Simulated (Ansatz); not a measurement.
Molecular dynamics of CH4AlO

Input file:

```yaml
crystal:
  periodic: [false, false, false]
  atoms:
    - { symbol: C, position_ang: [-0.722199, 0.461477, 0.398818] }
    - { symbol: O, position_ang: [-0.815077, -0.856444, 0.300747] }
    - { symbol: Al, position_ang: [0.703396, -0.899766, -0.764331] }
    - { symbol: H, position_ang: [0.496113, 0.730277, -1.054772] }
    - { symbol: H, position_ang: [-0.138984, 0.914109, 1.220394] }
    - { symbol: H, position_ang: [-1.480739, 1.097118, -0.08788] }
    - { symbol: H, position_ang: [2.018691, -1.51477, -0.058677] }
magnetization:
  spin_polarized: true
  initial_magnetization: 1
basis:
  gaussian: { orbitals: "6-31G*" }
hamiltonian:
  xc: pbe
  dispersion: d4
md:
  timestep: 0.5
  n_steps: 200
  ensemble: nve
  temperature: 100.0
  initial_velocities: maxwell_boltzmann
  seed: 9965
```

Launched with:

```bash
$ ansatz run input.yaml --threads 1 --pin off --max-ram 2048MiB --backend cpu --events-out ev --progress --plain --runs-dir out
```

It starts at the highest image of a converged band. Of that band: The profile has 2 maxima (images 2, 4) with wells between them (image 3): this band takes more than one step, which may be the mechanism or a detour left from its start path. Neighbouring images differ by up to 1.3 eV, so the band resolves the path poorly. A vibrational analysis at the climbing image gives one clearly imaginary mode, 723i cm⁻¹: a first-order saddle point.

Output, in part (step lines, the closing report, with atoms numbered from 0):

```
md step     0: t =     0.00 fs  T =   100.0 K  F+E_penalty+E_count = -9736.34448876 eV  E_kin = 0.064630 eV  conserved = -9736.27985876 eV  (29 SCF iters)
md step     1: t =     0.50 fs  T =    97.5 K  F+E_penalty+E_count = -9736.34282017 eV  E_kin = 0.062993 eV  conserved = -9736.27982698 eV  (32 SCF iters)
md step     2: t =     1.00 fs  T =    90.5 K  F+E_penalty+E_count = -9736.33824868 eV  E_kin = 0.058491 eV  conserved = -9736.27975808 eV  (28 SCF iters)
md step     3: t =     1.50 fs  T =    80.7 K  F+E_penalty+E_count = -9736.33183420 eV  E_kin = 0.052161 eV  conserved = -9736.27967283 eV  (27 SCF iters)
md step     4: t =     2.00 fs  T =    70.1 K  F+E_penalty+E_count = -9736.32490691 eV  E_kin = 0.045314 eV  conserved = -9736.27959279 eV  (28 SCF iters)
md step     5: t =     2.50 fs  T =    60.6 K  F+E_penalty+E_count = -9736.31872625 eV  E_kin = 0.039191 eV  conserved = -9736.27953517 eV  (27 SCF iters)
md step     6: t =     3.00 fs  T =    53.7 K  F+E_penalty+E_count = -9736.31420355 eV  E_kin = 0.034693 eV  conserved = -9736.27951041 eV  (26 SCF iters)
md step     7: t =     3.50 fs  T =    49.8 K  F+E_penalty+E_count = -9736.31173258 eV  E_kin = 0.032211 eV  conserved = -9736.27952110 eV  (27 SCF iters)
[... lines left out ...]
Total energy: -9737.08145647 eV, -357.8311434944 hartree
Atom 0 at    -1.060275     0.601060     0.757107 Å, force     1.886721     2.331202     0.388457 eV/Å
Atom 1 at    -0.443970    -0.388760    -0.063031 Å, force    -2.339369     2.485264     1.893377 eV/Å
Atom 2 at     0.749268    -1.267323    -0.737518 Å, force     1.959548    -1.594016    -1.017115 eV/Å
Atom 3 at    -0.242179     1.505612     1.171115 Å, force    -1.749244    -2.365982    -1.197895 eV/Å
Atom 4 at    -1.489877     0.219444     1.717399 Å, force     0.028875    -0.234171    -0.681443 eV/Å
Atom 5 at    -1.816165     1.203787     0.166420 Å, force     0.403610    -0.722179     0.472037 eV/Å
Atom 6 at     1.353601    -0.949891    -2.248940 Å, force    -0.190141     0.099882     0.142582 eV/Å
Dipole moment:    -0.119081     0.185319     0.182950 e Å
```

The steps, from the saved trajectory:

```tsv
time (fs)	T (K)	potential energy less start (eV)	conserved less start (meV/atom)
0.0	100	0.000	0.00
3.0	54	0.030	0.05
6.0	51	0.032	0.02
9.0	51	0.032	0.04
12.0	65	0.023	0.03
15.0	70	0.020	0.04
18.0	135	-0.022	0.04
21.0	276	-0.113	0.05
24.0	602	-0.324	0.09
27.0	1050	-0.618	-0.51
30.0	466	-0.233	0.48
33.0	1089	-0.642	-0.32
36.0	574	-0.305	0.15
39.0	1026	-0.599	-0.02
42.0	1139	-0.676	-0.65
45.0	1274	-0.765	-0.86
48.0	969	-0.561	0.06
51.0	876	-0.501	0.14
54.0	1689	-1.031	-0.61
57.0	1061	-0.617	0.65
60.0	1557	-0.944	-0.31
63.0	1030	-0.599	0.21
66.0	1803	-1.105	-0.60
69.0	1152	-0.675	0.75
72.0	1580	-0.959	-0.33
75.0	858	-0.488	0.22
78.0	1538	-0.933	-0.58
81.0	1127	-0.659	0.65
84.0	1786	-1.092	-0.30
87.0	1234	-0.732	0.13
90.0	1636	-0.997	-0.62
93.0	1038	-0.603	0.53
96.0	1665	-1.013	-0.28
99.0	1166	-0.688	0.14
```

The run went to its last step. The conserved energy stayed within 1.1 meV per atom of its start (net change 0.11 meV per atom), so the integration is sound. The system heated up, since it started high on the potential surface and ran downhill. A run of 0.1 ps of so small a system gives no equilibrium averages.

The step under study would form Al3–H4 and break C1–H4. These pairs go: Al3–H4 1.67 → 3.51 Å, C1–H4 1.92 → 1.29 Å. In the last frame they stand as before the step (other bonds may differ from the relaxed reactants and products). Also parted: C1–Al3 2.29 → 3.00 Å. It ends as one piece, CH4AlO. Pairs count as bonded within 1.25 times the sum of covalent radii (0.12 Å more for H–H).

Last frame:

```xyz
7
Properties=species:S:1:pos:R:3
C -1.060 0.601 0.757
O -0.444 -0.389 -0.063
Al 0.749 -1.267 -0.738
H -0.242 1.506 1.171
H -1.490 0.219 1.717
H -1.816 1.204 0.166
H 1.354 -0.950 -2.249
```

Run time: 7.6 min on 1 thread of Arm Neoverse V1, on a shared host, peak memory 0.22 GiB.
